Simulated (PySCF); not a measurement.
# PO⁺: one state, many levels of theory

State: ¹Σ⁺ (singlet), closed shell. Set-up: P def2-TZVPPD, O def2-TZVPPD; no relativity (PySCF 2.14). De refers to P⁺ + O in their high-spin ground configurations, without counterpoise correction. A positive dipole points towards O; it is taken about the centre of mass and depends on that origin.

```tsv
Level	Re (Å)	ωe (cm⁻¹)	De (eV)	μ (D)	CPU s a point (SCF and correlation, without the integrals)
RHF	1.386	1669	4.48	-3.88	0.52
RHF-MP2	1.451	1300	8.58	n/a	0.78
RHF-SCS-MP2	1.445	1336	8.35	n/a	n/a
RHF-CCSD	1.424	1470	7.56	n/a	n/a
RHF-CCSD(T)	1.437	1391	7.97	n/a	8.4
PBE	1.442	1381	8.65	-3.19	2.3
r²SCAN	1.428	1439	8.21	-3.25	3.3
M06-L	1.428	1454	8.26	-3.21	3.4
TPSSh	1.429	1437	7.93	-3.26	3.1
r²SCANh	1.422	1470	7.96	-3.33	3.1
PBE0	1.420	1483	7.96	-3.39	3.9
B97-3	1.420	1487	8.16	-3.41	1.7
M06	1.418	1496	8.28	-3.47	3
ωB97M-V	1.418	1502	8.30	-3.51	7.4
```

(1) Which functional lies closest to RHF-CCSD(T) in De, which farthest, and by how much do they differ from it?

(2) What does a quarter of exact exchange do here, going from PBE to PBE0?

(3) What does the step from GGA to meta-GGA do here, going from PBE to r²SCAN?

Correlated steps freeze 6 core orbitals. For an ion De counts to the pair picked by the measured ionisation energies or electron affinities, which need not be the lowest pair at this level. Where the molecule has an RHF reference, its open-shell atoms are computed with UHF. The CCSD T1 diagnostic is raised, a sign that a single reference may not be enough here.

The whole job (state search and all levels along the bond) took about 4.8 min on 2 threads of Arm Neoverse V1 (shared host), peak memory 2.3 GiB.

Answers

(1) Closest is r²SCANh (-1.5 pm in Re, +5.7 % in ωe, -0.01 eV in De against RHF-CCSD(T) in the same basis), farthest PBE (+0.5 pm in Re, -0.7 % in ωe, +0.68 eV in De). CCSD(T) converges more slowly with the basis than the functionals do and binds too weakly in this one, so the order can change at the basis-set limit.

(2) PBE0 less PBE: -2.2 pm in Re, +7.4 % in ωe, -0.69 eV in De. Exact exchange removes part of the self-interaction that spreads semilocal densities, and in most molecules shortens and stiffens the bond and lowers De; so it does here.

(3) r²SCAN less PBE: -1.4 pm in Re, +4.2 % in ωe, -0.44 eV in De.
